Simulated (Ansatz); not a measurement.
Results of LDA in Ansatz (PAW) for rutile CrO2.

Run with plane-wave cutoff 520 eV, 12×12×18 k mesh (along the axes of the cell as run), Fermi–Dirac smearing 0.05 eV, spin-polarised with parallel moments, scalar-relativistic PAW data made under PBE.

Energies at three volumes about the minimum:

```json
[
 {"V (Å³/atom)": "8.837", "E − E_lowest (meV/atom)": "3.29"},
 {"V (Å³/atom)": "9.018", "E − E_lowest (meV/atom)": "0.00"},
 {"V (Å³/atom)": "9.198", "E − E_lowest (meV/atom)": "3.04"}
]
```

**Question.** Fit a parabola by hand: where is the minimum, and what is the bulk modulus?

**Answer.** Slopes: (0.00 − 3.29)/(9.018 − 8.837) = -18.177 and (3.04 − 0.00)/(9.198 − 9.018) = 16.889 meV/Å³. Curvature E″ = 2 × (16.889 − (-18.177))/(9.198 − 8.837) = 194.271 meV/Å⁶. From the middle of the first interval, the slope vanishes at V0 = 8.9275 − (-18.177)/194.271 = 9.021 Å³/atom. B = V0 E″ = 9.021 × 194.271 meV/Å³ × 0.1602 GPa per meV/Å³ = 281 GPa. The full Birch–Murnaghan fit to all volumes gives V0 = 9.018 Å³/atom and B0 = 280 GPa.

Shape and atoms are relaxed at each volume.

Measured, for comparison: bulk modulus 242 ± 2 GPa (temperature not stated, no zero-point or thermal correction, equation of state from high-pressure X-ray diffraction; as tabulated in Datta et al. (2023), arXiv:2307.04584). Computed less measured: bulk modulus +16 %.

Ansatz is a quantum-chemistry and plane-wave program.
